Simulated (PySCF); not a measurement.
Cubic BN: correlation energy from several methods in one and the same small orbital space (PySCF; 2 atoms at the zone centre, 8 electrons in 58 orbitals, empty ones MP2 natural orbitals of a TZ basis, lattice constant set to 4.1584 Å). Its volume lies 52 % above that of the crystal's usual cell. It tests the methods against each other and lies far from the crystal's limit.

```
method    E_corr (eV per atom)  share of CCSDT(Q) (%)  difference (meV)
--------  --------------------  ---------------------  ----------------
MP2                    -3.1619                   80.3               777
CCSD                   -3.7344                   94.8               204
CCSD(T)                -3.8969                   98.9                42
CCSDT                  -3.9232                   99.6                16
CCSDT(Q)               -3.9388                  100.0                 0
```

MP2, (T) and (Q) use filled levels shifted down by the Madelung term, which in so small a cell is a large part of the gap, so these rows hang on it.

CCSDT(Q) is the highest level reached here, not an exact value.
